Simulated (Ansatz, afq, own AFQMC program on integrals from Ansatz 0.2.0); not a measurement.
**Where AFQMC and coupled cluster stand for SiH$_{2}$O, triplet**

```xyz
4

Si    0.0252   -0.0964    0.5977
O    -0.0947    0.0941   -1.0410
H     0.0797    1.1612    1.4085
H     0.7227    0.0311   -1.5401
```

Connectivity, by distances: SiH–OH.

Basis cc-pVDZ. Only valence electrons are correlated. Ansatz 0.2.0 and our own AFQMC program on the same integrals; the CISD trial comes from CCSD amplitudes, and released means the phaseless constraint is let go. ± is one standard error of the sampling.

Determinant: UHF, the one that the program's search chose, which needn't be the lowest solution. The geometry is a point of a scan.

No full CI on the walks' own integrals is used here; CCSDT(Q) serves as the reference and is uncertain by about the last step of the cluster series.

Cautions: lower spins were not checked; the ph-AFQMC/HF walk drifts between its halves (2.1 errors).

The T1 diagnostic is 0.0196 and the weight of the determinant in the CISD state is 0.899. The ⟨S²⟩ of the determinant is 2.005 and the size of the correlated space is 12 electrons in 36 orbitals.

Reference: CCSDT(Q), correlation energy -7.656 eV. The released energy is read at 2.40 1/Eh (meV from the phaseless value at times in 1/Eh: -7 ± 18 at 0.24, -15 ± 14 at 0.51, -5 ± 12 at 0.99, -6 ± 16 at 1.62, -36 ± 26 at 2.40).

| level | E − E(reference) (mEh) | share of correlation (%) |
| --- | --- | --- |
| HF | 281.35 | 0.00 |
| MP2 | 26.88 | 90.45 |
| CCSD | 7.59 | 97.30 |
| CCSD(T) | 1.40 | 99.50 |
| CCSDT | 0.71 | 99.75 |
| ph-AFQMC/HF | -3.24 ± 2.40 | 101.15 |
| ph-AFQMC/CISD | 0.79 ± 0.49 | 99.72 |
| released AFQMC | -0.54 ± 0.96 | 100.19 |

Released energies are given only where the last usable release times agree within the noise; a slower fall can still hide under it.
